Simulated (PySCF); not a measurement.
**Computed data sheet: PF2PH2 (`FP(F)P`)**

PF2PH2, F2H2P2.
Bonds: F1–P2, P2–F3, P2–P4. Hydrogens: H5, H6 on P4.

From PBE0-D3(BJ)/def2-TZVP geometry optimisation, gas phase (PySCF):

- Point group: Cs
- Rotational constants A, B, C: 6.847, 3.363, 2.637 GHz

B97-2/pcSseg-2 ground state and GIAO shieldings, non-relativistic (PySCF):

* Dipole moment: 1.88 D
* HOMO energy: -7.07 eV
* LUMO energy: -0.78 eV
* HOMO–LUMO gap: 6.29 eV
* 1H chemical shifts (computed TMS as zero) by class: 2.76 (H5/H6) ppm
* Isotropic shieldings of nuclei other than C and H, by class: 274 (F1/F3), 12 (P2), 470 (P4) ppm

Monoisotopic mass from the formula: 101.9600 u.

The rotational constants make it an asymmetric top with κ = (2B − A − C)/(A − C) = -0.66, nearer the prolate limit (−1). With B = h/(8π²I), that is 505.379 GHz u Å² over I, the principal moments of inertia are 73.8, 150.3 and 191.7 u Å² (most abundant isotopes). In atomic units the dipole is 0.74 e·bohr (1 au = 2.5417 D).

Isolated species at its PBE0-D3(BJ)/def2-TZVP geometry (one conformer only).

For the geometry optimisation (PBE0-D3(BJ)/def2-TZVP), time: 34 s wall; peak memory 0.56 GiB. Hardware: one thread of an Intel Xeon 6975P-C, no GPU, on a shared host.

Shape of the structure used: `[F:1][P:2]([F:3])[PH2:4]`: H–P4–P2–F1 175°, H–P4–P2–F1 83°.
